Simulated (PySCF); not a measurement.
**Name the molecule from its bond curve**

A diatomic of charge 0 contains P. Its doublet curve at r²SCAN in a double-zeta basis (no relativity, PySCF), in eV from the separated fragments:

R (Å), E (eV) and a bar:
```
    1.643     -2.421 ##############################
    1.720     -3.479 ##############
    1.796     -4.067 ####
    1.854     -4.282 #
    1.911     -4.351 
    1.968     -4.309 #
    2.045     -4.127 ###
    2.140     -3.766 #########
    2.255     -3.249 #################
    2.408     -2.595 ###########################
```

The fit gives ωe = 754 cm⁻¹ and the rotational constant Bₑ = 0.2921 cm⁻¹.

Task: Which atom is the partner?

Result: The minimum lies at 1.915 Å, so the reduced mass is 16.8576 u Å² cm⁻¹/(Bₑ·Re²) = 15.74 u. With P at 30.97 u the partner weighs about 32.0 u: S. The molecule is PS.

The state is the lowest determinant that a PBE0 search found; another state may lie lower at other levels.
